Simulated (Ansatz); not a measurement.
Input file:

```yaml
crystal:
  periodic: [false, false, false]
  atoms:
    - {symbol: Si, position_ang: [0.000000, -0.002892, 0.475432]}
    - {symbol: C, position_ang: [0.000000, -0.002892, -1.344824]}
    - {symbol: H, position_ang: [0.000000, 1.330407, 1.432090]}
    - {symbol: H, position_ang: [0.000000, -1.215381, 1.345408]}
basis:
  gaussian: {orbitals: 6-31G}
magnetization: {spin_polarized: false, initial_magnetization: 2}
hamiltonian: {xc: {name: B3LYP}}
correlation: {method: ccsd, electrons: valence}
```

```sh
$ ansatz run in.yaml --threads 1 --pin off --events-out ev --progress --plain --max-ram 2393MiB
```

The program prints:

```
331 factors; integrals over basis functions are off by at most 2.2e-4 eV
mean field evaluation 1: about -8937.2425 eV, gradient 2.3e1 eV
mean field evaluation 2: about -8937.2849 eV, gradient 2.3e1 eV
mean field evaluation 4: about -8938.9428 eV, gradient 9.5e0 eV
mean field evaluation 8: about -8939.4527 eV, gradient 3.3e-1 eV
mean field evaluation 16: about -8939.4533 eV, gradient 2.5e-5 eV
mean field evaluation 32: about -8939.4307 eV, gradient 8.2e-1 eV
mean field -8939.45328786 eV, -328.5188489497 hartree, gradient 3.9e-6 eV, S^2 2.000000; 3 other end points of the search recorded, 0 dependent functions left out
mean field evaluation 64: about -8916.6130 eV, gradient 1.6e-2 eV
mean field evaluation 96: about -8917.5434 eV, gradient 8.2e-1 eV
unrestricted determinant -8917.56486007 eV, -327.7144640649 hartree, S^2 2.7316
6 core orbitals not correlated: weight in the atoms' cores, before any rotation towards them, 1.000 or more for the frozen orbitals, at most 0.000 for the correlated occupied ones
reference -8916.15322898 eV, -327.6625875794 hartree; 6, 4 occupied and 14, 16 virtual orbitals, 331 factors
second order -3.04302604 eV of doubles, -0.24548776 eV of singles
cycle   1  -3.62248881 eV  change   -3.4e-1 eV  update   6.9e-2
cycle   2  -3.82694436 eV  change   -2.0e-1 eV  update   2.7e-2
cycle   3  -3.88599931 eV  change   -5.9e-2 eV  update   1.2e-2
cycle   4  -3.89057343 eV  change   -4.6e-3 eV  update   4.9e-3
cycle   5  -3.89163311 eV  change   -1.1e-3 eV  update   2.3e-3
cycle   6  -3.89203679 eV  change   -4.0e-4 eV  update   9.4e-4
cycle   7  -3.89219956 eV  change   -1.6e-4 eV  update   3.2e-4
cycle   8  -3.89227718 eV  change   -7.8e-5 eV  update   1.2e-4
cycle   9  -3.89229298 eV  change   -1.6e-5 eV  update   4.4e-5
cycle  10  -3.89229129 eV  change    1.7e-6 eV  update   1.7e-5
cycle  11  -3.89229306 eV  change   -1.8e-6 eV  update   7.6e-6
Total energy: -8920.04552205 eV, -327.8056267112 hartree
```

Ran on 1 thread of Arm Neoverse N1, shared host: 3.8 s wall, 0.09 GiB peak host memory.
